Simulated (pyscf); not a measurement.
Single points on ωB97X-D3(BJ)/def2-SVP structures (PySCF, gas phase).

SMILES: [NH2][Zr]([NH2])([Cl])[Cl]
```xyz
9

N     -1.8593     0.7572     0.2640
Zr    -0.3464    -0.5173     0.5839
N     -0.9089    -1.6476     2.1456
Cl    -0.0576    -1.9209    -1.2968
Cl     1.6092     0.6756     1.1716
H     -1.9202     1.7059     0.6327
H     -2.6358     0.6044    -0.3788
H     -1.7742    -1.5861     2.6774
H     -0.3390    -2.3990     2.5343
```

### Question
How much does it cost (ΔH, 298 K, ωB97M-D3(BJ)/def2-TZVP) to split H₂N–Zr(NH₂)(Cl)–Cl (SMILES [NH2][Zr]([NH2])([Cl])[Cl]) at its H–N bond into [HN–Zr(NH₂)(Cl)–Cl]• + H•?

### Answer
H–N to [HN–Zr(NH₂)(Cl)–Cl]• + H•: 4.79 eV. The 7 functionals that were run give +4.57 (r²SCAN) to +4.81 eV (M06-2X). The radicals are drawn with the spin at the cut bond; how far it spreads was not checked. Other isomers of [HN–Zr(NH₂)(Cl)–Cl]• were not searched in full and may lie lower. Open-shell species with a d-block atom are single-reference here; other states, and whether the spin sits on metal or ligand, were not checked. Elements past Kr carry the def2 core potentials, without spin-orbit coupling.
